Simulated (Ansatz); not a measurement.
The first iterations of a band of AlH6NO (9 atoms, charge 0, multiplicity 1).

Theory: Ansatz 0.2.0, RKS revPBE/def2-SVP.

* movable images: 7
* climbing image: yes
* spring: 5.0 eV/Å²
* optimiser: quadratic models (default)
* start path: through a guess of the saddle point
* force threshold: 0.05 eV/Å
* iteration limit: 60
* end points: relaxed

First end point:

```xyz
9
Properties=species:S:1:pos:R:3
Al -0.081 0.155 0.275
O -0.490 -0.278 1.943
H -0.739 -1.180 2.197
H 1.402 -0.218 -0.258
H -1.290 0.243 -0.798
N 0.152 2.149 0.862
H 1.089 2.546 0.708
H -0.536 2.801 0.461
H -0.011 2.107 1.881
```

Last end point:

```xyz
9
Properties=species:S:1:pos:R:3
Al 0.100 0.395 0.022
O -0.169 -0.068 1.993
H -1.068 -0.356 2.244
H 1.506 -0.236 -0.417
H -1.304 0.008 -0.669
N 0.148 2.138 0.757
H 1.031 2.663 0.777
H -0.593 2.810 0.524
H -0.154 0.970 2.038
```

| iteration | highest image above the first end (eV) | largest band force component (eV/Å) |
| --- | --- | --- |
| 1 | 3.559 | 13.827 |
| 2 | 2.159 | 2.058 |
| 3 | 1.428 | 1.256 |
| 4 | 0.899 | 1.596 |

Question: Does the band converge within its limit, and where does its top end?

Answer: The run converged. It ended after 14 iterations with the highest image 0.757 eV above the first end. The top lies less than 8 meV above the higher end, about what the thresholds resolve: that end is a shoulder or a very shallow well. A vibrational analysis at the climbing image gives one clearly imaginary mode, 362i cm⁻¹: a first-order saddle point. The orbitals stay closed-shell, which can raise the energy where a bond breaks towards radicals; this wasn't checked here.

Run time: 3.4 min on 1 thread of Arm Neoverse V1, with other jobs on the host, peak memory 0.13 GiB.
